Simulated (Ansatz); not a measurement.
# SiN (quartet): from Hartree-Fock to the top rungs at distance Si1–N2 = 1.729 Å, cc-pVDZ

How much of the correlation energy of SiN (quartet) does each wave-function method recover here?

Method: cc-pVDZ, core rule «outside noble gas», up to 6 orbitals frozen; program: Ansatz 0.2.0, Gaussian basis.

To be run: UHF; CCSD(T) on ROHF; CCSD(T) on UHF; BCCD(T) on ROHF; CISD as a restricted active space (open shells left free, so some higher excitations enter); CCSDT(Q) on ROHF; CCSDT(Q) on UHF; CISDTQ; CCSDTQ on ROHF; CCSDTQ on UHF; CASSCF and MRCISD+Q, 5 electrons in 5 orbitals; CASSCF and NEVPT2, 5 electrons in 5 orbitals; CASSCF and MRCISD+Q, 9 electrons in 8 orbitals; CASSCF and MRCISD+Q(relaxed), 9 electrons in 8 orbitals; CASSCF and NEVPT2, 9 electrons in 8 orbitals; Full CI.

1 further run of the same task is left out (it didn't finish). Runs told in other sessions of the task aren't counted.

### Step 1. What is computed

The geometry derives from a PBE0/def2-TZVP stationary point (not a proven minimum). One bond is set to the value named and the two fragments are kept rigid.

2 atoms, charge 0, spin multiplicity 4.

Atoms are counted from 1 here; the program's logs count them from 0.

Bond lengths: Si1–N2 1.729 Å.

Geometry (Å):

```csv
atom,x (Å),y (Å),z (Å)
Si1,0.0000,0.0000,0.0000
N2,0.0000,0.0000,1.7290
```

### Step 2. UHF

File in.yaml:

```yaml
crystal:
  periodic: [false, false, false]
  atoms:
    - {symbol: Si, position_ang: [0.000000, 0.000000, 0.000000]}
    - {symbol: N, position_ang: [0.000000, 0.000000, 1.729000]}
basis:
  gaussian: {orbitals: cc-pVDZ}
magnetization: {spin_polarized: true, initial_magnetization: 3}
hamiltonian: {xc: hf}
output: {orbitals: {seedname: orbitals}}
```

Run with:

```sh
> ansatz run in.yaml --threads 1 --pin off --events-out ev --progress --plain --max-ram 3328MiB --backend cpu
```

Further steps of the session: CCSD(T) on ROHF; CCSD(T) on UHF; BCCD(T) on ROHF; CISD as a restricted active space (open shells left free, so some higher excitations enter); CCSDT(Q) on ROHF; CCSDT(Q) on UHF; CISDTQ; CCSDTQ on ROHF; CCSDTQ on UHF; CASSCF and MRCISD+Q, 5 electrons in 5 orbitals; CASSCF and NEVPT2, 5 electrons in 5 orbitals; CASSCF and MRCISD+Q, 9 electrons in 8 orbitals; CASSCF and MRCISD+Q(relaxed), 9 electrons in 8 orbitals; CASSCF and NEVPT2, 9 electrons in 8 orbitals; Full CI.

Before running them: what should the planned runs give, taken together? Wanted: FCI from the RHF energy; RMP2 from FCI; UMP2 from FCI; RCCSD from FCI; RCCSD(T) from FCI; UCCSD(T) from FCI; RCCSDT(Q) from FCI; UCCSDT(Q) from FCI; NEVPT2 valence from FCI.

The runs gave:

| quantity | value |
| --- | --- |
| FCI from the ROHF energy | -5.8313 eV |
| RMP2 from FCI | +163.7 kJ/mol |
| UMP2 from FCI | +162.2 kJ/mol |
| RCCSD from FCI | +62.7 kJ/mol |
| RCCSD(T) from FCI | +36.6 kJ/mol |
| UCCSD(T) from FCI | +37.8 kJ/mol |
| RCCSDT(Q) from FCI | -2.0 kJ/mol |
| UCCSDT(Q) from FCI | -1.3 kJ/mol |
| NEVPT2 valence from FCI | +88.9 kJ/mol |
| MRCISD+Q valence from FCI | +5.1 kJ/mol |
| MRCISD+Q(relaxed) valence from FCI | -0.9 kJ/mol |
| levels within 1 kcal/mol (43 meV) | RCCSDT(Q), UCCSDT(Q), RCCSDTQ, UCCSDTQ, MRCISD+Q(relaxed) valence |
| T1 diagnostic | 0.067 |
| effectively unpaired electrons | 3.66 |

RCCSD(T) lands +36.6 kJ/mol from the yardstick (6.5 % of the correlation energy). RCCSDT(Q), UCCSDT(Q), MRCISD+Q(relaxed) valence fall below full CI: unrestricted runs freeze a spin-polarised core, another one than full CI's, and coupled cluster isn't variational. The occupations show static correlation (3.66 effectively unpaired electrons where one determinant has 3). Of the multireference levels listed MRCISD+Q(relaxed) valence comes nearest in total energy (-0.9 kJ/mol), which doesn't show that its space is the better one. Coupled cluster took another determinant than the lowest Hartree-Fock one. These misses are within one basis, not against nature; the frozen cores of restricted and unrestricted runs differ, which can shift their rows.

Levels on UHF freeze UHF's core orbitals, full CI those of ROHF, so the U rows can settle a little off it for that reason alone.

With open shells the CI space here admits some higher excitations, so it is larger than plain CISD.
